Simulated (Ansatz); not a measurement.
**SiH4 (built from SMILES [SiH4]): functionals against CCSD(T) at one geometry**

How do the functionals fare away from a minimum? The structure is a displaced guess of a reacting structure.

Computed with Ansatz 0.2.0, Gaussian basis. Level: single points in def2-TZVPP.

Cores are frozen in the correlated methods.

**1. The system as given**

5 atoms, charge 0, spin multiplicity 1.

Atoms are counted from 1 here; the program's logs count them from 0.

Bond lengths: Si1–H4 1.334 Å, Si1–H5 1.592 Å. Angles: H4–Si1–H5 114.8°.

Coordinates:

```
Si   -0.49780   -0.77970    0.01940
H     0.04990    0.84820    1.05080
H     0.56230    0.86060    0.17900
H    -1.00840   -0.03180   -0.95970
H     0.97670   -1.31600   -0.24880
```

**2. CCSD(T)/def2-TZVPP**

Input file run/in.yaml:

```yaml
crystal:
  periodic: [false, false, false]
  atoms:
    - {symbol: Si, position_ang: [-0.497800, -0.779700, 0.019400]}
    - {symbol: H, position_ang: [0.049900, 0.848200, 1.050800]}
    - {symbol: H, position_ang: [0.562300, 0.860600, 0.179000]}
    - {symbol: H, position_ang: [-1.008400, -0.031800, -0.959700]}
    - {symbol: H, position_ang: [0.976700, -1.316000, -0.248800]}
basis:
  gaussian: {orbitals: def2-TZVPP}
correlation: {method: ccsd_t}
output: {forces: true}
```

No record of the launch command was kept for these runs.

**3. PBE0-D4/def2-TZVPP**

Edit run/in.yaml of step 2 so:

```diff
@@ -10,3 +10,3 @@
   gaussian: {orbitals: def2-TZVPP}
-correlation: {method: ccsd_t}
-output: {forces: true}
+hamiltonian: {xc: pbe0, dispersion: d4}
+output: {forces: true, orbitals: {seedname: orbitals}}
```

**4. wB97M-V/def2-TZVPP**

Edit run/in.yaml of step 3 so:

```diff
@@ -10,3 +10,3 @@
   gaussian: {orbitals: def2-TZVPP}
-hamiltonian: {xc: pbe0, dispersion: d4}
-output: {forces: true, orbitals: {seedname: orbitals}}
+hamiltonian: {xc: {name: wB97M-V}}
+output: {forces: true}
```

**5. r2SCAN-D4/def2-TZVPP**

Edit run/in.yaml of step 4 so:

```diff
@@ -10,3 +10,3 @@
   gaussian: {orbitals: def2-TZVPP}
-hamiltonian: {xc: {name: wB97M-V}}
+hamiltonian: {xc: r2scan, dispersion: d4}
 output: {forces: true}
```

**6. PBE-D4/def2-TZVPP**

Edit run/in.yaml of step 5 so:

```diff
@@ -10,3 +10,3 @@
   gaussian: {orbitals: def2-TZVPP}
-hamiltonian: {xc: r2scan, dispersion: d4}
+hamiltonian: {xc: pbe, dispersion: d4}
 output: {forces: true}
```

**7. r2SCAN0-D4/def2-TZVPP**

Edit run/in.yaml of step 6 so:

```diff
@@ -10,3 +10,3 @@
   gaussian: {orbitals: def2-TZVPP}
-hamiltonian: {xc: pbe, dispersion: d4}
+hamiltonian: {xc: {name: r2SCAN0}, dispersion: d4}
 output: {forces: true}
```

**8. revPBE-D4/def2-TZVPP**

Edit run/in.yaml of step 7 so:

```diff
@@ -10,3 +10,3 @@
   gaussian: {orbitals: def2-TZVPP}
-hamiltonian: {xc: {name: r2SCAN0}, dispersion: d4}
+hamiltonian: {xc: {name: revPBE}, dispersion: d4}
 output: {forces: true}
```

(Steps that only read results are left out.)

**Question.** What will these runs give? Wanted: energy less free atoms, CCSD(T)/def2-TZVPP; RMS force component; RMS force error; HOMO and LUMO, PBE0-D4; T1 diagnostic.

As calculated:

| quantity | value |
| --- | --- |
| energy less free atoms, CCSD(T)/def2-TZVPP | -241.3 kcal/mol |
| RMS force component | 1.987 to 2.048 eV/Å over the methods |
| RMS force error | PBE0-D4 0.135, wB97M-V 0.036, r2SCAN-D4 0.217, PBE-D4 0.266, r2SCAN0-D4 0.134, revPBE-D4 0.252 eV/Å |
| HOMO and LUMO, PBE0-D4 | -6.26 and -1.41 eV |
| T1 diagnostic | 0.015 |

What this shows: Against CCSD(T) the functionals' energies less atoms differ by -7.6 to -0.2 kcal/mol, PBE-D4 by -3.9 kcal/mol. CCSD(T) in triple zeta still lacks some correlation energy of the bonds, so part of these gaps is its own basis error and they don't rank the functionals. The forces of wB97M-V come nearest to CCSD(T), those of PBE-D4 are farthest. Frozen-core CCSD(T) forces in triple zeta carry basis errors of their own, and this is one geometry, so small gaps rank nothing.
